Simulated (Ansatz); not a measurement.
CH3O (SMILES [CH2]O) moved off its minimum; all values from Ansatz (an electronic-structure program), cores frozen in correlated methods. Open shells are unrestricted.
(charge 0, multiplicity 2)
```xyz
5

C     -0.6306     0.2901     0.1371
O      0.5586    -0.3181     0.0226
H     -1.4687    -0.3940    -0.0575
H     -0.7331     1.2482    -0.0383
H      1.2554     0.2851    -0.0038
```

### Question
Give the forces (eV/Å), the total energy and the dipole at CCSD(T)/cc-pVTZ.

### Answer

```json
[
 {"atom": "C1", "Fx": "-1.205", "Fy": "-4.763", "Fz": "0.723"},
 {"atom": "O2", "Fx": "-0.521", "Fy": "-2.101", "Fz": "-0.090"},
 {"atom": "H3", "Fx": "0.452", "Fy": "0.431", "Fz": "0.220"},
 {"atom": "H4", "Fx": "-0.300", "Fy": "4.808", "Fz": "-0.856"},
 {"atom": "H5", "Fx": "1.575", "Fy": "1.625", "Fz": "0.003"}
]
```
Energy -114.8768 hartree, dipole 1.54 D.
